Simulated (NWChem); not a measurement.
Program: NWChem. System: dichloromethane (CH2Cl2), charge 0, spin multiplicity 1, at a geometry optimised with B3LYP/def2-SVP. Level: RHF/def2-TZVP.

Job file:

```
start mol
memory heap 200 mb stack 900 mb global 1100 mb
geometry units angstroms nocenter noautoz
  Cl     1.493699     0.000000     0.215823
  C      0.000000     0.000000    -0.762074
  Cl    -1.493699     0.000000     0.215823
  H      0.000000     0.902599    -1.382769
  H      0.000000    -0.902599    -1.382769
  symmetry group C2v
end
basis spherical
  * library def2-tzvp
end
scf
  rhf
  nopen 0
  maxiter 100
  thresh 1e-7
  semidirect memsize 60000000 filesize 0
end
task scf energy
```

NWChem printed:

```
             Northwest Computational Chemistry Package (NWChem) 7.3.0
             --------------------------------------------------------

                                NWChem Input Module
                                -------------------

 Scaling coordinates for geometry "geometry" by  1.889725989
 (inverse scale =  0.529177249)

 Turning off AUTOSYM since
 SYMMETRY directive was detected!

                             Geometry "geometry" -> ""
                             -------------------------

 Output coordinates in angstroms (scale by  1.889725989 to convert to a.u.)

  No.       Tag          Charge          X              Y              Z
 ---- ---------------- ---------- -------------- -------------- --------------
    1 Cl                  17.0000     1.49369900     0.00000000     0.21582300
    2 C                    6.0000     0.00000000     0.00000000    -0.76207400
    3 Cl                  17.0000    -1.49369900     0.00000000     0.21582300
    4 H                    1.0000     0.00000000     0.90259900    -1.38276900
    5 H                    1.0000     0.00000000    -0.90259900    -1.38276900

 Effective nuclear repulsion energy (a.u.)     132.9528830496

            Nuclear Dipole moment (a.u.)
            ----------------------------
        X                 Y               Z
 ---------------- ---------------- ----------------
     0.0000000000     0.0000000000    -0.0000000000

      Symmetry information
      --------------------

 Group name             C2v
 Group number             16
 Group order               4
 No. of unique centers     3

      Symmetry unique atoms

     1    2    4


 Summary of "ao basis" -> "" (spherical)
 ------------------------------------------------------------------------------
       Tag                 Description            Shells   Functions and Types
 ---------------- ------------------------------  ------  ---------------------
 *                         def2-tzvp                  on all atoms

 Summary of "ao basis" -> "ao basis" (spherical)
 ------------------------------------------------------------------------------
       Tag                 Description            Shells   Functions and Types
 ---------------- ------------------------------  ------  ---------------------
 Cl                        def2-tzvp                13       37   5s5p2d1f
 C                         def2-tzvp                11       31   5s3p2d1f
 H                         def2-tzvp                 4        6   3s1p

                                 NWChem SCF Module
                                 -----------------

  ao basis        = "ao basis"
  functions       =   117
  atoms           =     5
  closed shells   =    21
  open shells     =     0
  charge          =   0.00
  wavefunction    = RHF
  use symmetry    = T
  symmetry adapt  = T

 Summary of "ao basis" -> "ao basis" (spherical)
 ------------------------------------------------------------------------------
       Tag                 Description            Shells   Functions and Types
 ---------------- ------------------------------  ------  ---------------------
 Cl                        def2-tzvp                13       37   5s5p2d1f
 C                         def2-tzvp                11       31   5s3p2d1f
 H                         def2-tzvp                 4        6   3s1p

      Symmetry analysis of basis
      --------------------------

        a1         44
        a2         16
        b1         33
        b2         24
[...]
  Numbering of irreducible representations:

     1 a1          2 a2          3 b1          4 b2

  Orbital symmetries:

     1 a1          2 b1          3 a1          4 b1          5 a1
     6 a1          7 b1          8 a1          9 b1         10 a2
    11 b2         12 a1         13 b1         14 a1         15 b2
    16 a1         17 b1         18 a2         19 a1         20 b1
    21 b2         22 a1         23 a1         24 b1         25 b2
    26 a1         27 b1         28 a1         29 b2         30 b1
    31 a1

             Final eigenvalues
             -----------------

              1
    1 -104.8455
    2 -104.8455
    3  -11.3685
    4  -10.5732
    5  -10.5732
    6   -8.0401
    7   -8.0401
    8   -8.0385
    9   -8.0385
   10   -8.0384
   11   -8.0384
   12   -1.1847
   13   -1.0942
   14   -0.8939
   15   -0.6700
   16   -0.6113
   17   -0.5820
   18   -0.4731
   19   -0.4687
   20   -0.4486
   21   -0.4452
   22    0.1314
   23    0.1702
   24    0.1840
   25    0.1897
   26    0.2879
   27    0.3097
   28    0.3535
   29    0.3653
   30    0.4424
   31    0.4664

                       ROHF Final Molecular Orbital Analysis
                       -------------------------------------

 Vector   19  Occ=2.000000D+00  E=-4.686966D-01  Symmetry=a1
              MO Center= -1.2D-14, -1.3D-15,  1.3D-01, r^2= 3.3D+00
   Bfn.  Coefficient  Atom+Function         Bfn.  Coefficient  Atom+Function
  ----- ------------  ---------------      ----- ------------  ---------------
    17      0.363622  1 Cl pz                85      0.363622  3 Cl pz
    20      0.241259  1 Cl pz                88      0.241259  3 Cl pz
    14      0.170756  1 Cl pz                82      0.170756  3 Cl pz

 Vector   20  Occ=2.000000D+00  E=-4.485777D-01  Symmetry=b1
              MO Center=  1.4D-14, -1.1D-15,  1.5D-01, r^2= 3.5D+00
   Bfn.  Coefficient  Atom+Function         Bfn.  Coefficient  Atom+Function
  ----- ------------  ---------------      ----- ------------  ---------------
    15      0.304153  1 Cl px                83      0.304153  3 Cl px
    17     -0.264519  1 Cl pz                85      0.264519  3 Cl pz
    18      0.200845  1 Cl px                86      0.200845  3 Cl px
    20     -0.179712  1 Cl pz                88      0.179712  3 Cl pz

 Vector   21  Occ=2.000000D+00  E=-4.451802D-01  Symmetry=b2
              MO Center=  1.3D-16,  4.1D-17, -4.1D-04, r^2= 3.4D+00
   Bfn.  Coefficient  Atom+Function         Bfn.  Coefficient  Atom+Function
  ----- ------------  ---------------      ----- ------------  ---------------
    16      0.361558  1 Cl py                84      0.361558  3 Cl py
    19      0.257247  1 Cl py                87      0.257247  3 Cl py
    13      0.170855  1 Cl py                81      0.170855  3 Cl py

 Vector   22  Occ=0.000000D+00  E= 1.313969D-01  Symmetry=a1
              MO Center= -3.0D-16,  9.6D-18, -9.7D-01, r^2= 5.2D+00
   Bfn.  Coefficient  Atom+Function         Bfn.  Coefficient  Atom+Function
  ----- ------------  ---------------      ----- ------------  ---------------
    42      2.372928  2 C  s                108     -1.508083  4 H  s
   114     -1.508083  5 H  s                 41      0.503354  2 C  s
     5     -0.445740  1 Cl s                 73     -0.445740  3 Cl s
    18      0.395214  1 Cl px                86     -0.395214  3 Cl px
    48      0.247683  2 C  pz                51     -0.224734  2 C  pz

 Vector   23  Occ=0.000000D+00  E= 1.701669D-01  Symmetry=a1
              MO Center=  8.8D-16, -4.2D-16, -6.0D-01, r^2= 5.3D+00
   Bfn.  Coefficient  Atom+Function         Bfn.  Coefficient  Atom+Function
  ----- ------------  ---------------      ----- ------------  ---------------
    42      1.824003  2 C  s                108     -1.825208  4 H  s
   114     -1.825208  5 H  s                 51     -1.650661  2 C  pz
    41     -0.622665  2 C  s                 18     -0.613770  1 Cl px
    86      0.613770  3 Cl px                 5      0.596780  1 Cl s
    73      0.596780  3 Cl s                 45     -0.231077  2 C  pz

 Vector   24  Occ=0.000000D+00  E= 1.840198D-01  Symmetry=b1
              MO Center= -3.0D-16,  2.6D-17, -3.3D-01, r^2= 5.1D+00
   Bfn.  Coefficient  Atom+Function         Bfn.  Coefficient  Atom+Function
  ----- ------------  ---------------      ----- ------------  ---------------
    49      1.457417  2 C  px                 5     -1.032732  1 Cl s
    73      1.032732  3 Cl s                 20      0.600142  1 Cl pz
    88     -0.600142  3 Cl pz                18      0.535114  1 Cl px
    86      0.535114  3 Cl px                46      0.415846  2 C  px
    43      0.242596  2 C  px

 center of mass
 --------------
 x =   0.00000000 y =   0.00000000 z =   0.07117642

 moments of inertia (a.u.)
 ------------------
          55.722146471186           0.000000000000           0.000000000000
           0.000000000000         607.088939782521           0.000000000000
           0.000000000000           0.000000000000         563.095023632613

  Mulliken analysis of the total density
  --------------------------------------

    Atom       Charge   Shell Charges
 -----------   ------   -------------------------------------------------------
    1 Cl  17    17.13   2.01  0.45  1.52  1.09  0.85  4.18  1.69  1.07  2.80  1.41  0.01  0.04  0.01
    2 C    6     6.04   0.85  1.12  0.48  0.74 -0.02  1.13  1.39  0.18  0.02  0.13  0.01
    3 Cl  17    17.13   2.01  0.45  1.52  1.09  0.85  4.18  1.69  1.07  2.80  1.41  0.01  0.04  0.01
    4 H    1     0.85   0.26  0.48  0.09  0.02
    5 H    1     0.85   0.26  0.48  0.09  0.02

       Multipole analysis of the density wrt the origin
       ------------------------------------------------

     L   x y z        total         open         nuclear
     -   - - -        -----         ----         -------
     0   0 0 0     -0.000000      0.000000     42.000000

     1   1 0 0      0.000000      0.000000      0.000000
     1   0 1 0     -0.000000      0.000000      0.000000
     1   0 0 1     -0.734993      0.000000     -0.000000

     2   2 0 0    -25.523488      0.000000    270.896110
     2   1 1 0      0.000000      0.000000      0.000000
     2   1 0 1     -0.000000      0.000000      0.000000
     2   0 2 0    -23.357844      0.000000      5.818585
     2   0 1 1     -0.000000      0.000000      0.000000
     2   0 0 2    -22.119451      0.000000     31.755140

 Task  times  cpu:        1.6s     wall:        1.6s

 Total times  cpu:        1.6s     wall:        1.6s
```
